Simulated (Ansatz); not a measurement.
**Stretch profile**

CH5AlMg, singlet, at its PBE0-D4/def2-TZVP minimum:

Mg1  (-1.585, 0.810, -0.716)
C2  (0.179, 0.607, 0.381)
Al3  (1.053, -1.080, 0.244)
H4  (-3.030, 1.027, -1.592)
H5  (-0.150, 0.839, 1.402)
H6  (0.788, 1.439, 0.002)
H7  (2.091, -1.361, -0.934)
H8  (0.653, -2.281, 1.214)
(Å)

The bond length C2–Al3 (1.906 Å at the minimum) is set to the values below, with the rest relaxed at PBE0-D4/def2-TZVP at each step. Each method's energies count from its own value at the PBE0-D4 minimum structure. Ansatz 0.2.0; basis: def2-TZVPP; cores frozen in the correlated methods. The outer core shell of Li, Na, Mg and K is correlated. The def2 sets are not built for correlating such inner shells, so the correlated values are less sure here. B3LYP uses VWN-RPA correlation.

| bond length (Å) | CCSD(T) (kJ/mol) | wB97M-V (kJ/mol) | HF (kJ/mol) | r2SCAN-D4 (kJ/mol) |
| --- | --- | --- | --- | --- |
| 1.563 | 168.4 | 159.5 | 172.1 | 159.3 |
| 1.643 | 87.4 | 81.3 | 89.2 | 81.2 |
| 1.761 | 22.9 | 20.0 | 23.2 | 20.0 |
| 1.898 | 0.2 | 0.0 | 0.1 | 0.0 |
| 2.050 | 11.6 | 13.7 | 12.4 | 13.3 |
| 2.214 | 45.0 | 49.1 | 47.8 | 47.6 |
| 2.389 | 89.7 | 96.0 | 95.3 | 92.3 |
| 2.572 | 137.1 | 146.1 | 146.0 | 139.0 |
| 2.763 | 181.6 | 194.7 | 194.2 | 182.9 |

Minimum and curvature along this coordinate at CCSD(T): A fifth-order fit through the nearest points gives 1.914 Å, with a curvature of about 16 eV/Å².

Largest difference from the CCSD(T) curve over the scan: PBE-D4 13.3; PBE0-D4 8.5; B3LYP-D4 7.3; MP2 12.5 kJ/mol. Each curve counts from its own value at the minimum.

No T1 diagnostic of these runs exceeds 0.015. The restricted Hartree–Fock reference is unstable towards an unrestricted one at one or more of these structures.

For scale, one of the runs: CCSD(T)/def2-TZVPP, 175 basis functions (an equivalent command: `ansatz run in.yaml --threads 2`). The run took 40 s on 2 CPU threads (shared host), with 1.6 GiB of host memory at its peak.
